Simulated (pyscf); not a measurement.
PySCF, gas phase, ωB97X-D3(BJ)/def2-SVP geometries.

SMILES: [F][W]([F])([F])([F])([F])[SiH3]
```xyz
10

F      0.5255    -1.2427    -0.1443
W      0.2321     0.6034    -0.2350
F      0.0729     0.4414     1.6079
F      0.4203     1.7958    -1.6561
F      2.0841     0.6642    -0.3564
F     -1.2916     1.6386     0.0464
Si    -1.3288    -0.4838    -1.9327
H     -2.1417     0.5553    -2.6100
H     -0.4277    -1.1941    -2.8770
H     -2.1672    -1.4248    -1.1452
```
Charge 0, spin multiplicity 1.

Task: What is the homolytic dissociation enthalpy (298 K, ωB97M-D3(BJ)/def2-TZVP) of the Si–W bond of F–W(F)(F)(F)(F)–SiH₃ (SMILES [F][W]([F])([F])([F])([F])[SiH3]), to [F–W(F)(F)(F)–F]• + SiH₃•?

Result: Si–W to [F–W(F)(F)(F)–F]• + SiH₃•: 35.2 kcal/mol. The 7 functionals that were run give +33.7 (M06-2X) to +43.6 kcal/mol (ωB97X-D3(BJ)). The radicals are drawn with the spin at the cut bond; how far it spreads was not checked. Open-shell species with a d-block atom are single-reference here; other states, and whether the spin sits on metal or ligand, were not checked. Elements past Kr carry the def2 core potentials, without spin-orbit coupling.
